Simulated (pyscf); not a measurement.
Elementary routes open to F–Ti(F)(F)–F (SMILES [F][Ti]([F])([F])[F]) + SiH₄ (SMILES [SiH4]) in the gas phase (singlet surface):
A. F–SiH₃ (SMILES F[SiH3]) + F–TiH(F)–F (SMILES [F][TiH]([F])[F]) (F–Ti, H–Si broken; F–Si, H–Ti formed)
B. HF (SMILES F) + F–Ti(F)(F)–SiH₃ (SMILES [F][Ti]([F])([F])[SiH3]) (F–Ti, H–Si broken; F–H, Si–Ti formed)

Structures and frequencies: ωB97X-D3(BJ)/def2-SVP in PySCF.

**Question.** Rank the routes by free-energy barrier at 900 K, lowest first, for ωB97M-D3(BJ)/def2-TZVP energies (ideal gas, 1 atm, RRHO with modes under 100 cm⁻¹ raised to 100, one conformer, R ln 2 for chiral ones without a mode under 150 cm⁻¹).

**Answer.** A (226.0 kJ/mol), B (321.2 kJ/mol)

Route A is the fastest of these, ahead of the next by 95.2 kJ/mol. The most stable products are those of A (ΔG = +42.6 kJ/mol), so kinetics and thermodynamics agree. At 298 K A is still the fastest. A: On the product side the descent ends in an adduct with a F–Ti contact, 28.8 kJ/mol under the separated species and 48.2 kJ/mol under the saddle at ωB97X-D3(BJ)/def2-TZVP. B: On the product side the descent ends in an adduct with a F–Ti contact, 23.0 kJ/mol under the separated species and 44.4 kJ/mol under the saddle at ωB97X-D3(BJ)/def2-TZVP. Only these routes are compared; each barrier is that of the saddle found, and lower ones may exist.
